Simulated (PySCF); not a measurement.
Shifts of the heteroatoms

Bonds (- single, = double, # triple, : aromatic): F1-C2 1.378 Å, C2-C3 1.498 Å, C3-F4 1.378 Å. C2 carries H5, H6; C3 carries H7, H8.

Level of theory: J: B3LYP/pcJ-2, NMR shieldings at PBE0/pcSseg-2/GIAO, structure optimised with PBE0-D3(BJ)/def2-TZVP, in PySCF 2.14.0 with density-fitted response routines (one computed conformer, one averaged value for each set of equivalent atoms, no solvent model, no relativistic terms).

Task: What are the $^{19}$F shifts?

Result: 
```
atoms                environment  σ (ppm)  δ (ppm)
F1/F4  fluorine on an sp3 carbon    419.9   -223.5
```

Shieldings were converted by a linear fit to measured shifts: $^{19}$F (scatter 3.6 ppm rms, 5.4 ppm with the 11 outliers that the fit left out vs CFCl3, solution or neat liquid, with a term for F on sp3 carbon). Occasional misses reach two or three times the rms, and more in compound classes unlike the fitted ones. Couplings are scaled by factors fitted to measured values: $^{3}J$(H,H) × 0.89 (rms 0.5 Hz), $^{2}J$(H,H) × 0.91 (rms 0.8 Hz), $^{1}J$(C,F) × 0.78 (rms 5.7 Hz), $^{2}J$(C,F) × 1.03 (rms 1.6 Hz, 5.1 with 1 outliers); all others are unscaled and can be 10–30 % off.

Couplings (the largest are listed; each averaged over equivalent pairs): $^{1}J$(F1,C2) = -184.7 Hz, $^{2}J$(F1,H5) = 55.9 Hz, $^{2}J$(F1,C3) = 19.9 Hz, $^{3}J$(F1,H7) = 32.5 Hz, $^{3}J$(F1,F4) = -8.3 Hz.

On a 400 MHz spectrometer $^{19}$F resonates near 376.4 MHz, so 1 ppm is 376.4 Hz.
